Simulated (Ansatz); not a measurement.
Al₃H. The state is a singlet with charge 0. Geometry relaxed at PBE-D4/def2-TZVP.

```csv
atom,x (Å),y (Å),z (Å)
Al1,1.574,-1.124,0.225
Al2,-0.563,-1.324,1.313
Al3,-0.240,0.580,-0.364
H4,-0.772,1.868,-1.174
```

The restricted singlet is unstable: a solution with broken spin symmetry lies lower. The structure comes from a short search, and lower isomers may exist.

Question: Estimate the harmonic wavenumbers at RKS PBE-D4/def2-TZVP (Ansatz, unscaled). Is this a minimum?

Answer: 266, 324, 327, 386, 387, 1796 cm⁻¹. Yes, no mode is imaginary beyond noise. Zero-point energy 20.9 kJ/mol. Hardware: 4 threads of Intel Xeon 6975P-C on a shared host. Wall time 4.5 s.
